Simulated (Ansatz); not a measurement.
Ansatz (a program for electronic structure) input:

Ansatz 0.2 input:
```yaml
crystal:
  periodic: [false, false, false]
  atoms:
    - {symbol: O, position_ang: [-0.01015087, 1.07558797, -0.21689088]}
    - {symbol: O, position_ang: [0.00927284, 0.00110539, 0.42846783]}
    - {symbol: O, position_ang: [0.00087803, -1.07669336, -0.21157695]}
basis:
  gaussian:
    orbitals: def2-TZVP
hamiltonian:
  xc: b3lyp
  dispersion: d3bj
phonons: {temperatures: {t_min: 298.15, t_max: 298.15, t_step: 100}}
```

Predict the final energy.

-225.51351 Eh (B3LYP-D3(BJ)/def2-TZVP). The basis has 93 functions.
